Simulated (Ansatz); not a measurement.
Ansatz (a program for electronic structure) input (CCSD(T)/aug-cc-pV(D+d)Z):
A basis named .json is the Basis Set Exchange file of that set.

Ansatz 0.2 input:
```yaml
crystal:
  periodic: [false, false, false]
  atoms:
    - {symbol: Si, position_ang: [-0.00208985, 0.00098185, 0.08026338]}
    - {symbol: H, position_ang: [0.00076796, 1.40657062, -0.39205880]}
    - {symbol: H, position_ang: [1.23601882, -0.70198617, -0.33410250]}
    - {symbol: H, position_ang: [-1.20752894, -0.71833034, -0.39752608]}
basis:
  gaussian:
    orbitals: aug-cc-pV_D+d_Z.json
magnetization: {spin_polarized: true, initial_magnetization: 1}
correlation: {method: ccsd_t, electrons: outside_noble_gas}
output: {forces: true}
```

End of the output:

```
integrals: 0.05 GiB planned
597 factors; integrals over basis functions are off by at most 8.0e-4 eV
mean field: 0.10 GiB planned
mean field evaluation 1: about -7907.7528 eV, gradient 7.0e0 eV
mean field evaluation 2: about -7907.7524 eV, gradient 7.0e0 eV
mean field evaluation 4: about -7908.4654 eV, gradient 6.3e-1 eV
mean field evaluation 8: about -7908.4758 eV, gradient 2.3e-3 eV
mean field evaluation 16: about -7908.4758 eV, gradient 2.5e-6 eV
mean field -7908.47576676 eV, -290.6311238709 hartree, gradient 2.5e-6 eV, S^2 0.754731; 0 other end points of the search recorded, 0 dependent functions left out
5 core orbitals not correlated
reference -7908.47576676 eV, -290.6311238709 hartree; 4, 3 occupied and 50, 51 virtual orbitals, 597 factors
densities: 0.23 GiB planned
second order -2.68241136 eV of doubles, -0.00000000 eV of singles
coupled cluster: 0.17 GiB planned
cycle   1  -3.22722098 eV  change   -5.4e-1 eV  update   5.5e-2
cycle   2  -3.43098640 eV  change   -2.0e-1 eV  update   2.1e-2
cycle   3  -3.43712832 eV  change   -6.1e-3 eV  update   6.0e-3
cycle   4  -3.43720535 eV  change   -7.7e-5 eV  update   1.9e-3
cycle   5  -3.43698437 eV  change    2.2e-4 eV  update   7.7e-4
cycle   6  -3.43692638 eV  change    5.8e-5 eV  update   2.7e-4
cycle   7  -3.43703786 eV  change   -1.1e-4 eV  update   8.7e-5
cycle   8  -3.43705696 eV  change   -1.9e-5 eV  update   3.0e-5
cycle   9  -3.43704490 eV  change    1.2e-5 eV  update   9.7e-6
cycle  10  -3.43704790 eV  change   -3.0e-6 eV  update   3.5e-6
cycle  11  -3.43704770 eV  change    2.0e-7 eV  update   1.2e-6
perturbative correction -0.07148171 eV, -0.0026269044 hartree
the calculation of the forces begins
Total energy: -7911.98429616 eV, -290.7600599484 hartree
Atom 0 at    -0.002090     0.000982     0.080263 Å, force    -0.002005     0.000942     0.077007 eV/Å
Atom 1 at     0.000768     1.406571    -0.392059 Å, force    -0.000049     0.112375    -0.027066 eV/Å
Atom 2 at     1.236019    -0.701986    -0.334103 Å, force     0.098593    -0.056006    -0.022438 eV/Å
Atom 3 at    -1.207529    -0.718330    -0.397526 Å, force    -0.096539    -0.057311    -0.027503 eV/Å
Dipole moment:    -0.000273     0.000128     0.010497 e Å
```
